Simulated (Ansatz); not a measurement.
Geometry optimisation, Ansatz 0.2.0, RKS r2SCAN-D4/def2-SVP.

Input file:

```yaml
crystal:
  periodic: [false, false, false]
  atoms:
    - { symbol: Si, position_ang: [0.0, 0.0, 0.0] }
    - { symbol: O, position_ang: [1.0382, 0.0, 1.5673] }
    - { symbol: C, position_ang: [-0.073, -0.3437, 2.3817] }
    - { symbol: H, position_ang: [-0.7757, -0.9775, 1.8015] }
    - { symbol: H, position_ang: [0.2798, -0.9037, 3.2728] }
    - { symbol: H, position_ang: [-0.593, 0.5809, 2.7085] }
    - { symbol: H, position_ang: [1.629, 0.0, 0.3193] }
    - { symbol: H, position_ang: [-0.6877, 1.1914, -0.4862] }
    - { symbol: H, position_ang: [-0.6877, -1.1914, -0.4862] }
basis:
  gaussian: { orbitals: def2-SVP }
hamiltonian:
  xc: r2scan
  dispersion: d4
relax:
  f_tol: 0.15
  max_steps: 25
  restrain:
    - { distance: [1, 6], at: 2.21, k: 30.0 }
    - { distance: [0, 1], at: 1.68, k: 30.0 }
    - { distance: [0, 6], at: 1.46, k: 30.0 }
output:
  orbitals: {}
```

Launched with:

```bash
$ ansatz run input.yaml --threads 2 --pin off --max-ram 3072MiB --backend cpu --events-out ev --progress --plain --runs-dir out
```

Question: Where does it end, and by what steps?

Answer: It converged. The restraints hold the end off the free minimum; the threshold counts their pulls, which the force column leaves out. Restrained pairs: O2–H7 (1.38 → 2.25 Å), Si1–O2 (1.88 → 1.66 Å), Si1–H7 (1.66 → 1.45 Å). After 7 steps the energy has fallen by 4.394 eV (the restraints' own energy left out); H7 moved furthest, 0.80 Å.

```tsv
step	energy less start (eV)	largest force component (eV/Å)	accepted
0	0.0000	5.542	yes
1	-1.5342	4.439	yes
2	-2.4918	4.250	yes
3	-3.4827	2.382	yes
4	-4.2455	1.158	yes
5	-4.3722	1.079	yes
6	-4.3945	0.993	yes
7	-4.3938	1.045	yes
```

```xyz
9
Properties=species:S:1:pos:R:3
Si 0.322 0.012 -0.092
O 0.699 -0.178 1.518
C -0.238 -0.373 2.559
H -1.052 -1.076 2.282
H 0.285 -0.795 3.434
H -0.703 0.582 2.873
H 1.723 0.124 -0.465
H -0.504 1.230 -0.368
H -0.403 -1.170 -0.663
```

Run time: 5.8 s on 2 threads of AMD EPYC 9R45 96-Core Processor (Zen 5), on a shared host, peak memory 0.17 GiB.
